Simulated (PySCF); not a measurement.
dimethylphosphine: calculation against experiment

**What was measured.**

From NIST CCCBDB Release 22 (SRD 101), experimental dipoles, for the gas: dipole moment 1.23 D.

The runs below try to reproduce these values; the comparison stands at the end.

Species: dimethylphosphine, C₂H₇P.
Numbering: `[CH3:1][PH:2][CH3:3]` (hydrogens: H4, H5, H6 on C1; H7 on P2; H8, H9, H10 on C3)

Geometry (GFN2-xTB, Å), atoms numbered from 1 in this order:
```
atom  x, y, z in Å
C1     1.360    0.185   -0.071
P2     0.216   -0.424    1.252
C3    -1.378    0.164    0.512
H4     2.347   -0.242    0.087
H5     1.438    1.269    0.005
H6     1.000   -0.082   -1.063
H7     0.119   -1.731    0.750
H8    -2.208   -0.277    1.059
H9    -1.451   -0.102   -0.541
H10   -1.433    1.247    0.616
```

The PySCF runs (gas phase, on this GFN2-xTB geometry; no spin–orbit coupling):

| level | job | basis functions | wall time |
| --- | --- | --- | --- |
| PBE0/pcSseg-1 | shieldings, charges and field gradients | 93 | 9.5 s |

Hardware: one thread of an x86-64 server, shared host.

**Comparison with experiment**

**Dipole moment.** Measured: 1.23 D (NIST CCCBDB Release 22 (SRD 101), experimental dipoles).

| level | computed (D) | computed − measured (D) | % (from the printed values) |
| --- | --- | --- | --- |
| PBE0/pcSseg-1 | 1.32 | +0.09 | +7 |

The computed dipoles belong to one fixed geometry; measured ones are averaged over vibrations unless marked μe. Magnitudes are compared, not signs.

The geometry is computed, not the measured one. Where a level misses, the cause wasn't examined.
